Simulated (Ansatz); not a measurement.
```xyz
3

C     0.0000    0.0000    0.0000
O     0.0000    0.0000    1.1787
O     0.0000    0.0000   -1.1787
```

Basis set: pcseg-2 (spherical functions). Charge 0, multiplicity 1.

Computed with Ansatz (development build ahead of 0.2.0); each method stands on the lowest determinant of its kind that the runs found. Restricted functionals stand beside restricted open-shell atoms, which can lie above the unrestricted atoms usual in DFT and then raise those values.

The atomization energy at this shape (free ground-state atoms in the same class of orbitals less the molecule, no zero-point energy) of singlet CO₂:

```json
{"method": "r²SCAN (restricted)", "atomization energy": "17.42 eV"}
```

**Question.** What does ωB97X (restricted) give?

**Answer.** 17.10 eV.

The shape needn't be a minimum at these levels.
